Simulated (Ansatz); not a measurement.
Basis-set series for C$_{4}$H$_{7}$F (`C/C=C/CF`). The species carries charge 0 and has multiplicity 1. All single points use the PBE0-D4/def2-TZVP geometry. It is one conformer, not always the lowest.

Cartesian coordinates in Å:
```
C -1.7072 0.4650 0.8201
C -0.4262 -0.2004 0.4545
C 0.4133 0.2358 -0.4734
C 1.6940 -0.4221 -0.8448
F 1.9229 -1.5628 -0.1052
H -1.8782 1.3653 0.2266
H -2.5562 -0.2096 0.6708
H -1.7152 0.7460 1.8780
H -0.1702 -1.1090 0.9933
H 0.1896 1.1427 -1.0334
H 2.5412 0.2559 -0.6823
H 1.6924 -0.7067 -1.9043
```

```json
{"functional": "PBE0-D4", "basis": "def2-TZVPP", "functions": "253", "energy (Eh)": "-256.27394", "HOMO (eV)": "-7.19", "LUMO (eV)": "0.49"}
{"functional": "PBE0-D4", "basis": "def2-QZVPP", "functions": "495", "energy (Eh)": "-256.28788", "HOMO (eV)": "-7.21", "LUMO (eV)": "0.42"}
{"functional": "ωB97M-V", "basis": "def2-TZVPP", "functions": "253", "energy (Eh)": "-256.44856", "HOMO (eV)": "-9.43", "LUMO (eV)": "2.60"}
{"functional": "ωB97M-V", "basis": "def2-QZVPP", "functions": "495", "energy (Eh)": "-256.46203", "HOMO (eV)": "-9.44", "LUMO (eV)": "2.03"}
```

(1) Give the rows for def2-SVP. (An estimate is asked.)

## Answers

(1) Ansatz gave: 
```json
{"functional": "PBE0-D4", "basis": "def2-SVP", "functions": "105", "energy (Eh)": "-255.98016", "HOMO (eV)": "-7.13", "LUMO (eV)": "0.68"}
{"functional": "ωB97M-V", "basis": "def2-SVP", "functions": "105", "energy (Eh)": "-256.14216", "HOMO (eV)": "-9.36", "LUMO (eV)": "2.88"}
```

Positive LUMOs are unbound and depend on the basis.
